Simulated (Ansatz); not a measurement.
Rutile PbO2, treated with revPBE in Ansatz (PAW).

Run with plane-wave cutoff 520 eV, 12×12×16 k mesh (along the axes of the cell as run), Fermi–Dirac smearing 0.05 eV, scalar-relativistic PAW data made under PBE.

Computed points:

```json
[
 {"V (Å³/atom)": "14.570", "E − E_lowest (meV/atom)": "7.92"},
 {"V (Å³/atom)": "14.874", "E − E_lowest (meV/atom)": "1.88"},
 {"V (Å³/atom)": "15.177", "E − E_lowest (meV/atom)": "0.00"},
 {"V (Å³/atom)": "15.481", "E − E_lowest (meV/atom)": "1.72"},
 {"V (Å³/atom)": "15.784", "E − E_lowest (meV/atom)": "6.51"}
]
```

Problem. Estimate the bulk modulus and its pressure derivative from these points.

Solution. V0 = 15.176 Å³/atom, B0 = 94.6 GPa, B′ = 6.6 (fit to the energies at full precision).

Shape and atoms are relaxed at each volume.

Note: the bulk modulus comes from volumes at which shape and atoms were relaxed.

Spin–orbit coupling is not included; it can shift volumes and moduli of such heavy elements.

The computed numbers hold no vibrational or temperature effects.

Computing time: roughly 40 core-minutes.

Ansatz is an electronic-structure program.
